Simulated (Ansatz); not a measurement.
# Relaxing Rb2N

Computed with DFT PBE, scalar-relativistic, plane waves, PAW in Ansatz 0.2.0. Cutoff 420 eV, Γ-centred k mesh, Gaussian smearing, collinear spin, first started from parallel moments.

The start puts Rb2N on the marcasite structure type (Pnnm, No. 58), with N in place of Fe, Rb in place of S, at a guessed volume.

```yaml
crystal:
  lattice:
    - [5.59357, 0.00000, 0.00000]
    - [0.00000, 6.82691, 0.00000]
    - [0.00000, 0.00000, 4.26182]
  atoms:
    - { symbol: Rb, position: [0.20040, 0.37870, 0.00000] }
    - { symbol: Rb, position: [0.79960, 0.62130, 0.00000] }
    - { symbol: Rb, position: [0.70040, 0.12130, 0.50000] }
    - { symbol: Rb, position: [0.29960, 0.87870, 0.50000] }
    - { symbol: N, position: [0.00000, 0.00000, 0.00000] }
    - { symbol: N, position: [0.50000, 0.50000, 0.50000] }
```

Steps on the 4×4×4 mesh (6 atoms). 12 of 12 steps are shown, and the free energy counts from the last. Trial steps that were taken back and renewals of the plane-wave basis can be among the rows.

| step | ΔF (meV/atom) | V (Å³/atom) | P (GPa) | largest force component (eV/Å) |
| --- | --- | --- | --- | --- |
| 1 | 242.2 | 27.12 | 5.52 | 1.426 |
| 2 | 80.0 | 29.44 | 2.39 | 0.238 |
| 3 | 54.4 | 32.97 | 0.01 | 0.237 |
| 4 | 43.2 | 33.33 | -0.06 | 0.159 |
| 5 | 27.1 | 34.05 | 0.02 | 0.038 |
| 6 | 26.3 | 34.16 | 0.01 | 0.022 |
| 7 | 25.4 | 34.36 | 0.00 | 0.013 |
| 8 | 24.8 | 34.36 | 0.06 | 0.013 |
| 9 | 8.2 | 34.36 | 0.59 | 0.013 |
| 10 | 5.7 | 37.01 | -0.31 | 0.019 |
| 11 | 2.3 | 36.23 | 0.03 | 0.018 |
| 12 | 0.0 | 36.23 | 0.06 | 0.018 |

A final relaxation ran on a 6×6×8 mesh. The relaxed crystal, Pnnm (No. 58):

```
Rb N
1.0
     6.97620    0.00000    0.00000
     0.00000    7.06254    0.00000
     0.00000    0.00000    4.43833
Rb N
4 2
Direct
  0.30665 0.30822 0.00000
  0.69335 0.69178 0.00000
  0.80665 0.19178 0.50000
  0.19335 0.80822 0.50000
  0.00000 0.00000 0.00000
  0.50000 0.50000 0.50000
```

| Item | Value |
| --- | --- |
| Volume per atom | 36.45 Å³ |
| Density | 2.81 g/cm³ |
| Energy over the elements | 0.74 eV/atom |
| Gap on the 6×6×8 mesh | 0 eV (a metal) |
| Net moment per atom | 0.34 μB |
| Largest site moment | 1.04 μB |

Formation energies are uncorrected and refer to the elements' standard structures at the same level (N₂ as a molecule).

The final run used a 6×6×8 mesh on its 6-atom cell and 0.10 eV smearing. For metals, differences of a few meV/atom aren't resolved.

Symmetry constrained the relaxation, so the result can be a saddle point.

Cost: 2 runs of about 3.4 core-minutes in all, on AMD EPYC 9R45 (Zen 5) (shared hosts).